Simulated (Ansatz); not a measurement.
A nudged elastic band was laid between two geometries of CH₆N₃ (10 atoms, charge 1, multiplicity 1).

Level of theory: RKS B3LYP-D4/def2-SVP (Ansatz).

| Property | Result |
| --- | --- |
| movable images | 7 |
| climbing image | yes |
| spring | 5.0 eV/Å² |
| optimiser | quadratic models (default) |
| start path | IDPP |
| force threshold | 0.03 eV/Å |
| iteration limit | 38 |
| end points | relaxed |

First end point:

```xyz
10
Properties=species:S:1:pos:R:3
N -1.122 0.515 -0.510
C -0.001 -0.001 0.001
N 0.515 -1.120 -0.515
N 0.606 0.604 1.026
H -1.600 0.077 -1.288
H -1.532 1.364 -0.138
H 1.365 -1.531 -0.145
H 0.074 -1.597 -1.293
H 1.459 0.233 1.430
H 0.236 1.455 1.433
```

Last end point:

```xyz
10
Properties=species:S:1:pos:R:3
N -1.122 0.515 -0.510
C -0.001 -0.001 0.001
N 0.515 -1.120 -0.515
N 0.606 0.604 1.026
H -1.600 0.077 -1.288
H -1.532 1.364 -0.138
H 0.074 -1.597 -1.293
H 1.365 -1.531 -0.146
H 1.459 0.233 1.430
H 0.236 1.455 1.433
```

(1) What changes between the two ends?

(2) What energy profile does the band end with?

(3) What is the geometry of the highest image?

Results:

(1) No bond is made or broken. The dihedral N4–C2–N3–H7 goes from 0 to -180°. The two ends are copies of one structure, up to a mirror image or an exchange of like atoms.

(2) The run converged. The highest image is number 4 of 0 to 8, 0.65 eV above the ends, which have the same energy within 2 meV. A vibrational analysis at the climbing image gives 2 clearly imaginary modes (594i, 479i cm⁻¹): a point of higher order, so a lower path passes nearby. Limits of this set-up: the dipole of an ion depends on the origin.

```json
{"image": "0", "path coordinate (Å)": "0.00", "energy (eV)": "0.00", "dihedral N4–C2–N3–H7 (°)": "0"}
{"image": "1", "path coordinate (Å)": "0.51", "energy (eV)": "0.01", "dihedral N4–C2–N3–H7 (°)": "-16"}
{"image": "2", "path coordinate (Å)": "1.01", "energy (eV)": "0.17", "dihedral N4–C2–N3–H7 (°)": "-40"}
{"image": "3", "path coordinate (Å)": "1.52", "energy (eV)": "0.48", "dihedral N4–C2–N3–H7 (°)": "-65"}
{"image": "4", "path coordinate (Å)": "2.03", "energy (eV)": "0.65", "dihedral N4–C2–N3–H7 (°)": "-90"}
{"image": "5", "path coordinate (Å)": "2.53", "energy (eV)": "0.48", "dihedral N4–C2–N3–H7 (°)": "-115"}
{"image": "6", "path coordinate (Å)": "3.04", "energy (eV)": "0.17", "dihedral N4–C2–N3–H7 (°)": "-140"}
{"image": "7", "path coordinate (Å)": "3.55", "energy (eV)": "0.01", "dihedral N4–C2–N3–H7 (°)": "-164"}
{"image": "8", "path coordinate (Å)": "4.05", "energy (eV)": "0.00", "dihedral N4–C2–N3–H7 (°)": "-180"}
```

(3) 
```xyz
10
Properties=species:S:1:pos:R:3
N -0.784 0.806 -0.734
C -0.014 0.030 0.014
N 0.511 -1.123 -0.531
N 0.265 0.335 1.272
H -0.965 0.525 -1.693
H -1.206 1.670 -0.402
H 1.412 -1.111 -0.997
H 0.006 -2.001 -0.471
H 0.861 -0.296 1.801
H -0.085 1.167 1.742
```

Time of the run: 2.7 min on 1 thread of Intel(R) Xeon(R) Platinum 8259CL CPU @ 2.50GHz (Skylake/Cascade Lake), on a shared host, peak memory 0.18 GiB.
